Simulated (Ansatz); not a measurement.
```yaml
crystal:
  periodic: [false, false, false]
  atoms:
    - {symbol: C, position_ang: [-1.196008, -0.272023, -0.002758]}
    - {symbol: Al, position_ang: [0.726500, -0.171265, 0.000423]}
    - {symbol: O, position_ang: [2.310760, -0.168060, -0.000862]}
    - {symbol: H, position_ang: [-1.841252, 0.611348, 0.003197]}
basis:
  gaussian: {orbitals: def2-TZVP}
hamiltonian: {xc: pbe0}
relax: {f_tol: 0.004, max_steps: 80}
```

```sh
$ ansatz run in.yaml --threads 1 --pin off --events-out ev --progress --plain --max-ram 2176MiB
```

Steps of the relaxation (energy above the last step; positions in Å, forces in eV/Å):

```
4
step 1, 46.1 meV
C    -1.196   -0.272   -0.003   -0.294   -0.415   -0.003
Al    0.727   -0.171    0.000   -0.614    0.368    0.002
O     2.311   -0.168   -0.001    0.839   -0.142   -0.001
H    -1.841    0.611    0.003    0.068    0.189    0.002
```

```
4
step 2, 20.9 meV
C    -1.210   -0.294   -0.003   -0.263   -0.300   -0.002
Al    0.719   -0.151    0.000   -0.185    0.269    0.001
O     2.312   -0.174   -0.001    0.404   -0.106    0.000
H    -1.821    0.618    0.003    0.044    0.137    0.002
```

```
4
step 3, 4.6 meV
C    -1.257   -0.350   -0.003    0.184    0.191    0.001
Al    0.717   -0.085    0.000   -0.093   -0.111   -0.001
O     2.318   -0.197    0.000   -0.108    0.037    0.000
H    -1.778    0.632    0.004    0.017   -0.118   -0.001
```

```
4
step 6, 0.0 meV
C    -1.238   -0.332   -0.003   -0.011    0.011    0.000
Al    0.715   -0.097    0.000    0.001   -0.001    0.000
O     2.315   -0.195    0.000    0.001    0.002    0.000
H    -1.792    0.625    0.004    0.009   -0.011    0.000
```

```
4
step 7, 0.0 meV
C    -1.239   -0.333   -0.003    0.000    0.000    0.000
Al    0.715   -0.099    0.000    0.000    0.000    0.000
O     2.315   -0.194    0.000    0.000    0.000    0.000
H    -1.790    0.625    0.004    0.001   -0.001    0.000
```

Close pairs at the end: C1–H4 1.105 Å, Al2–O3 1.603 Å, C1–Al2 1.968 Å.

A stationary point of restricted PBE0 after 7 steps (its stability towards spin polarisation wasn't tested); no frequencies were run, so it isn't proven a minimum. 22 s on 1 thread of Intel Xeon Platinum 8259CL, shared host.
